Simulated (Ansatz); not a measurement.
```yaml
crystal:
  periodic: [false, false, false]
  atoms:
    - {symbol: Al, position_ang: [0.088753, -1.516720, 0.535050]}
    - {symbol: Al, position_ang: [-0.070317, 1.157612, -0.407397]}
    - {symbol: H, position_ang: [-1.512255, 1.858743, 0.007859]}
    - {symbol: H, position_ang: [0.188047, -3.089822, 1.085908]}
    - {symbol: H, position_ang: [1.305772, 1.590176, -1.221410]}
basis:
  gaussian: {orbitals: "6-31++G**"}
total_charge: 2
magnetization: {spin_polarized: false, initial_magnetization: 1}
hamiltonian: {xc: {name: PBE0}, dispersion: d3bj}
scf: {omitted_lower_state_checks: [starts]}
output: {forces: true}
```

```sh
$ ansatz run in.yaml --threads 2 --pin off --events-out ev --progress --plain --max-ram 4352MiB
```

Output, abridged:

```
Functional definition: PBE0
533 factors; integrals over basis functions are off by at most 1.3e-3 eV
mean field evaluation 1: about -13210.8351 eV, gradient 1.3e1 eV
mean field evaluation 2: about -13210.8723 eV, gradient 1.3e1 eV
mean field evaluation 4: about -13211.5229 eV, gradient 6.0e0 eV
mean field evaluation 8: about -13211.9421 eV, gradient 1.1e0 eV
mean field evaluation 16: about -13211.9564 eV, gradient 2.7e-3 eV
mean field -13211.95638486 eV, -485.5304417580 hartree, gradient 3.3e-5 eV, S^2 0.750000; 0 other end points of the search recorded, 0 dependent functions left out
reference -13211.95645406 eV, -485.5304443008 hartree; 14, 13 occupied and 50, 51 virtual orbitals, 533 factors
Total energy: -13212.02165438 eV, -485.5328403685 hartree
Atom 0 at     0.088753    -1.516720     0.535050 Å, force     0.080574    -1.293107     0.453506 eV/Å
Atom 1 at    -0.070317     1.157612    -0.407397 Å, force    -0.140110     2.349940    -0.825933 eV/Å
Atom 2 at    -1.512255     1.858743     0.007859 Å, force     0.513263    -0.830652     0.072573 eV/Å
Atom 3 at     0.188047    -3.089822     1.085908 Å, force    -0.033363     0.515829    -0.180110 eV/Å
Atom 4 at     1.305772     1.590176    -1.221410 Å, force    -0.420364    -0.742009     0.479964 eV/Å
Dipole moment:     0.037156    -0.634945     0.223855 e Å
Checks for a lower state left out: starts
```

Run time 1.1 s (2 threads of Intel Xeon Platinum 8488C on a shared host).

The 6-31G sets use Cartesian d functions.

With spin_polarized false and unpaired electrons the run is restricted open-shell.

The dipole of an ion depends on the origin.
